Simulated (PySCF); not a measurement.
Stepwise substitution at one centre (Si OH-H). Gas-phase values, no solvent. One relaxed conformer stands for each flexible species; it need not be the lowest. Strings in code marks are SMILES. All members: neutral, multiplicity 1. Level: PBE-D3(BJ)/def2-TZVP // PBE0-D3(BJ)/def2-TZVP (PySCF). Delta-SCF ions had no search for a lower state.  The removal energy is E(N − 1 electrons) − E(N electrons) at the parent's geometry; ε(HOMO) is measured against the vacuum level.

```csv
species,−ε(HOMO) (eV),vertical ionisation energy (Delta-SCF) (eV)
`O[SiH3]`,7.21,10.90
`O[SiH](O)O`,7.23,10.60
`O[Si](O)(O)O`,7.33,10.60
"`O[SiH2]O` (H–O–Si–O torsion 66°, O–Si–O–H torsion 66°)",7.37,withheld
`[SiH4]`,8.51,12.13
```

### Question
Fit vertical ionisation energy (Delta-SCF) = a + b·x to the 4 complete rows by least squares, with x = −ε(HOMO) in eV. Give a, b and the rms residual, and predict the withheld value.

### Answer
Means of the 4 rows: x̄ = 7.57, ȳ = 11.058 eV. Σ(x − x̄)² = 1.1864 and Σ(x − x̄)(y − ȳ) = 1.3302, so b = 1.121 and a = ȳ − b·x̄ = 2.572 eV. The rms residual is 0.160 eV. At x = 7.37 the line gives 10.83 eV. The run for `O[SiH2]O` (H–O–Si–O torsion 66°, O–Si–O–H torsion 66°) gave 10.79 eV, so the line is off by 0.04 eV, within twice the rms residual.

Codes: PySCF.
